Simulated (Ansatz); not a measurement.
Frontier orbitals of C3H4O2S (`O=S1(=O)C=CC1`).

The species carries charge 0 and has multiplicity 1. The geometry is a stationary point of PBE0-D4/def2-TZVP. Basis def2-TZVPP, Ansatz.

```tsv
functional	HOMO (eV)	LUMO (eV)
ωB97M-V	-10.71	0.98
```

Give HOMO and LUMO (eV) with LDA (SPW92), PBE, revPBE, BLYP, r2SCAN, B97M-V, PBE0, B3LYP, r2SCANh, r2SCAN0, HSE06 (plane-wave form), BHLYP, CAM-B3LYP, LC-ωPBE, ωB97X-V, HF. (Best estimate.)

Ansatz gave: 
```csv
functional,HOMO,LUMO
LDA (SPW92),-7.28,-2.42
PBE,-7.06,-2.17
revPBE,-6.98,-2.07
BLYP,-6.92,-2.04
r2SCAN,-7.34,-1.98
B97M-V,-7.37,-1.89
PBE0,-8.44,-1.18
B3LYP,-8.19,-1.43
r2SCANh,-7.86,-1.62
r2SCAN0,-8.63,-1.08
HSE06 (plane-wave form),-8.04,-1.57
BHLYP,-9.65,-0.09
CAM-B3LYP,-9.81,-0.04
LC-ωPBE,-11.18,1.16
ωB97X-V,-10.79,1.09
HF,-11.39,2.68
```

B3LYP here is the variant with VWN-RPA as its local correlation; programs differ in this. LC-ωPBE has ω = 0.4 bohr⁻¹. Positive LUMOs are unbound and depend on the basis.
